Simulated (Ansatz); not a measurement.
Species: C4H10, charge 0, multiplicity 1. 
Coordinates optimised at B3LYP-D3(BJ)/def2-TZVP (Ansatz, an electronic-structure program):
```xyz
14

C      0.6994     1.8273     0.0005
C      0.7016     0.3014     0.0009
C     -0.7016    -0.3014    -0.0009
C     -0.6994    -1.8273    -0.0005
H      1.7140     2.2299     0.0018
H     -1.7140    -2.2299    -0.0018
H      0.1846     2.2193     0.8812
H      0.1869     2.2190    -0.8816
H     -0.1869    -2.2190     0.8816
H     -0.1846    -2.2193    -0.8812
H      1.2502    -0.0651    -0.8732
H      1.2478    -0.0648     0.8765
H     -1.2478     0.0648    -0.8765
H     -1.2502     0.0651     0.8732
```
Charge 0, spin multiplicity 1.

Wanted: vertical triplet-singlet gap (E(triplet) - E(singlet); each state is the SCF solution reached for its spin), in kcal/mol. Valence correlation only, unless marked. Open shells are spin-unrestricted. Spin-orbit coupling is left out. Non-relativistic. 

```csv
level,program,vertical triplet-singlet gap (kcal/mol)
HF/aug-cc-pVTZ,Ansatz,191.2
SVWN5/def2-TZVPD,Ansatz,171.0
B3LYP/def2-TZVPD,Ansatz,188.2
PBE0/def2-TZVPD,Ansatz,189.8
wB97M-V/def2-TZVPD,Ansatz,202.6
MP2/aug-cc-pVDZ,Ansatz,202.5
```
